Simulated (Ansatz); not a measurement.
## Which is lower?

Two relaxed structures of MgSiH$_{2}$O, singlet (PBE0-D4/def2-TZVP; forces vanish, vibrations not checked).

A:

```xyz
5
angstrom
O 0.7617 -0.0782 0.2474
Mg 1.5359 -1.0446 1.5665
Si 0.1582 0.7512 -1.0017
H 2.2736 -1.9510 2.7819
H -1.1140 1.3489 -0.3302
```

B:

O1  (-0.383, -0.015, 1.211)
Mg2  (1.353, -0.797, 1.446)
Si3  (-0.116, 0.103, -0.362)
H4  (-0.899, -0.741, -1.310)
H5  (0.044, 1.450, -0.985)
(Å)

Program: Ansatz 0.2.0. Basis: def2-TZVPP. Cores are frozen in the correlated methods. The outer core shell of Li, Na, Mg and K is correlated. The def2 sets are not built for correlating such inner shells, so the correlated values are less sure here. B3LYP uses VWN-RPA correlation.

Task: Which structure is lower at CCSD(T), and by how much? (To be estimated.)

Result: Computed: A, by 9.38 kcal/mol (electronic energy, against the other). By their contacts, A is MgSiH₂O ([MgH][O][SiH]) and B is MgSiH₂O ([O]1[Mg][SiH2]1).

All methods give the same order:

```csv
method,E(B) − E(A) (kcal/mol)
PBE-D4,4.93
r2SCAN-D4,5.92
PBE0-D4,7.67
B3LYP-D4,11.86
wB97M-V,14.83
HF,21.67
MP2,9.98
CCSD,12.99
CCSD(T),9.38
```

T1 diagnostic: at most 0.018. The restricted Hartree–Fock reference is unstable towards an unrestricted one at one or more of these structures. A large double-excitation amplitude points to some diradical character; no triplet was computed.

Labels in which every atom is bracketed show which atoms are joined, not bond orders.

For scale, one of the runs: CCSD(T)/def2-TZVPP, 133 basis functions, launched by `ansatz run in.yaml --threads 2 --pin off --events-out ev --progress --plain --max-ram 4352MiB`. The run took 9.5 s on 2 CPU threads of an Intel Xeon Platinum 8488C (shared host), with 0.75 GiB of host memory at its peak.
